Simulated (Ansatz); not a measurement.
# C3H5NS: up Jacob's ladder to CCSD(T)

An exercise on one series of results from a longer session: the logs are not shown, and one member is left open.

The runs use Ansatz 0.2.0, Gaussian basis; functionals in def2-TZVPP, the program's frozen cores in correlated methods.

Levels to be run: PBE-D4, r2SCAN-D4, PBE0-D4, B3LYP-D4, ωB97X-V, ωB97M-V, B2PLYP; CCSD(T)/def2-TZVPP; MP2/def2-QZVPP; extrapolation to the limit.

## The geometry

An earlier PBE0-D4 in a triple-zeta def2 set relaxation fixed the geometry.

SMILES `CC1=C(N)S1`, 10 atoms, charge 0, spin multiplicity 1.

Atoms are counted from 1 here; the program's logs count them from 0.

Bond lengths: C1–C2 1.459 Å, C1–H6 1.095 Å, C1–H7 1.093 Å, C1–H8 1.094 Å, C2–C3 1.282 Å, C2–S5 1.880 Å, C3–N4 1.352 Å, C3–S5 1.793 Å, N4–H9 1.008 Å, N4–H10 1.007 Å. Angles: C2–C1–H6 111.1°, C2–C1–H7 110.0°, C2–C1–H8 111.3°, H6–C1–H7 108.3°, H6–C1–H8 107.7°, H7–C1–H8 108.3°, C1–C2–C3 157.7°, C1–C2–S5 136.1°, C3–C2–S5 66.0°, C2–C3–N4 152.2°, C2–C3–S5 73.3°, N4–C3–S5 134.3°, C3–N4–H9 115.8°, C3–N4–H10 114.9°, H9–N4–H10 113.8°, C2–S5–C3 40.8°.

As a file:

```
C    -1.6138   -0.6422   -0.0473
C    -0.3499    0.0211   -0.3475
C     0.8365    0.4620   -0.1429
N     1.9228    0.6544    0.6393
S     0.3321    1.0645   -1.7542
H    -2.4429    0.0729   -0.0423
H    -1.5632   -1.1160    0.9366
H    -1.8448   -1.4131   -0.7889
H     2.0272    0.0140    1.4113
H     2.7791    0.8314    0.1390
```

Set-up of the first run:

in.yaml reads:

```yaml
crystal:
  periodic: [false, false, false]
  atoms:
    - {symbol: C, position_ang: [-1.613791, -0.642217, -0.047325]}
    - {symbol: C, position_ang: [-0.349894, 0.021068, -0.347526]}
    - {symbol: C, position_ang: [0.836475, 0.461978, -0.142944]}
    - {symbol: N, position_ang: [1.922810, 0.654393, 0.639323]}
    - {symbol: S, position_ang: [0.332086, 1.064507, -1.754179]}
    - {symbol: H, position_ang: [-2.442857, 0.072871, -0.042251]}
    - {symbol: H, position_ang: [-1.563225, -1.116025, 0.936552]}
    - {symbol: H, position_ang: [-1.844759, -1.413054, -0.788850]}
    - {symbol: H, position_ang: [2.027187, 0.013960, 1.411280]}
    - {symbol: H, position_ang: [2.779068, 0.831420, 0.139017]}
basis:
  gaussian: {orbitals: def2-TZVPP}
hamiltonian: {xc: pbe, dispersion: d4}
output: {forces: true, orbitals: {seedname: orbitals}}
```

Command:

```bash
> ansatz run in.yaml --threads 4 --pin off --events-out ev --progress --plain --max-ram 10444MiB
```

Among the steps run: PBE-D4 (GGA); r2SCAN-D4 (meta-GGA); PBE0-D4 (hybrid); B3LYP-D4 (hybrid); ωB97X-V (range-separated); ωB97M-V (range-separated); B2PLYP (double hybrid); CCSD(T) in def2-TZVPP; MP2 in def2-QZVPP.

One table of the session follows, with a row left open; its other results are not shown here.

It belongs to the step «Atomisation energies». 

```
            method  atomisation energy (eV)
            PBE-D4                   41.790
         r2SCAN-D4                   40.249
           PBE0-D4                   40.671
          B3LYP-D4                   40.178
           ωB97X-V                   40.183
           ωB97M-V                   40.291
            B2PLYP                   39.670
     HF/def2-TZVPP                        ?
    MP2/def2-TZVPP                   39.715
   CCSD/def2-TZVPP                   37.812
CCSD(T)/def2-TZVPP                   38.673
           MP2/CBS                   40.976
       CCSD(T)/CBS                   39.935
```

**Question.** Estimate the row for HF/def2-TZVPP.

As computed: atomisation energy (eV): 27.202. In the column «atomisation energy (eV)» it is the lowest.

To keep in mind: Free atoms (3 C, 1 N, 1 S, 5 H) were run apart at each level; the atomisation energy is their sum less the molecule, without zero-point or spin-orbit terms.
